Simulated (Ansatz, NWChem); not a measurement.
## How basis sets differ on C2F4 (tetrafluoroethylene)

C2F4 has 6 atoms, charge 0, and is taken as a singlet. SMILES: `FC(F)=C(F)F`. The shape is that of a PBE0-D4/def2-TZVP optimisation.

Quantity: the HOMO–LUMO gap, in eV. The values are calculated.

```json
{"level": "HF/STO-3G", "kind": "Hartree–Fock", "program": "NWChem", "value (eV)": "15.70", "CPU time": "1.8 s"}
{"level": "HF/3-21G", "kind": "Hartree–Fock", "program": "Ansatz", "value (eV)": "15.72", "CPU time": "2.2 s"}
{"level": "HF/6-31G* (spherical functions)", "kind": "Hartree–Fock", "program": "Ansatz", "value (eV)": "16.16", "CPU time": "2.2 s"}
{"level": "HF/def2-SVP", "kind": "Hartree–Fock", "program": "NWChem", "value (eV)": "16.09", "CPU time": "11 s"}
{"level": "HF/6-31G* (Cartesian functions)", "kind": "Hartree–Fock", "program": "Ansatz", "value (eV)": "16.16", "CPU time": "0.56 s"}
```

The values span 15.70 to 16.16 eV. A Hartree–Fock LUMO above zero doesn't converge with the basis: it sinks as sets grow more diffuse. Orbital gaps aren't excitation energies. Times are those of the runs behind each value, whatever else they computed, on shared processors of several kinds: orders of magnitude only.
